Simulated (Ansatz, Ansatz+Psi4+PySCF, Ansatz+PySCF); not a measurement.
```xyz
2

O     0.0000    0.0000   -0.6745
F     0.0000    0.0000    0.6745
```

Basis set: cc-pVTZ (spherical functions). Left uncorrelated: 2 orbitals. Correlation on ROHF uses semicanonical orbitals with singles. Charge 0, multiplicity 2.

Computed with Ansatz (development build ahead of 0.2.0); each method stands on the lowest determinant of its kind that the runs found.

**Question.** Give the atomization energy at this shape (free ground-state atoms in the same class of orbitals less the molecule, no zero-point energy) of doublet OF by ROHF-CCSD(T), UHF-CCSD, ROHF-MP2, UHF-MP2.

**Answer.**

| method | atomization energy |
| --- | --- |
| ROHF-CCSD(T) | 199.3 kJ/mol |
| UHF-CCSD | 173.6 kJ/mol |
| ROHF-MP2 | 210.6 kJ/mol |
| UHF-MP2 | 208.0 kJ/mol |
